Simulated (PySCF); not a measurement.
Delta-SCF ions had no search for a lower state. Excitations are Tamm–Dancoff values on a coarser integration grid. The basis has no diffuse functions, so Rydberg states are missing or too high.

Species: BCl3, SMILES `ClB(Cl)Cl` (charge 0, multiplicity 1).

Task: What is the computed dipole moment, vertical ionisation energy (Delta-SCF), T1 excitation (TDA), HOMO–LUMO gap and LUMO (PBE-D3(BJ)/def2-TZVP // PBE0-D3(BJ)/def2-TZVP run with PySCF)?

Result: 
| Quantity | Value |
|---|---|
| dipole moment | 0.00 D |
| vertical ionisation energy (Delta-SCF) | 10.77 eV |
| T1 excitation (TDA) | 4.93 eV |
| HOMO–LUMO gap | 5.04 eV |
| LUMO | -2.61 eV |
